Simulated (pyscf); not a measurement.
This saddle point was located with ωB97X-D3(BJ)/def2-SVP in PySCF.

```xyz
7

O     -0.1432     0.0772    -0.6960
Si     0.7768     0.5874     0.5716
O      1.9178    -0.5302     0.9753
H     -0.2558    -0.8559    -0.9110
H      1.8203    -1.4673     0.7708
Cl    -0.8787     0.4366     2.5552
H      0.0869     1.4621     1.7391
```

Surface: singlet, charge 0. Lowest wavenumbers (cm⁻¹): 1125i, 118, 139, 207, 299.

### Question
Name the species on either side of this saddle.

### Answer
HO–Si:–OH (SMILES O[Si]O) [singlet] + HCl (SMILES Cl) ⇌ HO–SiH(OH)–Cl (SMILES O[SiH](O)Cl), an insertion read from left to right: Cl–H broken and Cl–Si, H–Si formed. At CCSD(T)/def2-TZVPP + ΔMP2(QZVPP) it lies +77.4 kJ/mol from the left side and +318.0 kJ/mol from the right (each side as separated species at their lowest minima found). The same reactants have a lower exit, to H₂O + HO–Si:–Cl [singlet] (barrier +33.2 kJ/mol at ωB97M-D3(BJ), against +80.2 kJ/mol here). One saddle was located; it need not be the lowest between these sides. The CCSD(T) − MP2 part came from Ansatz, without density fitting, on the same reference.
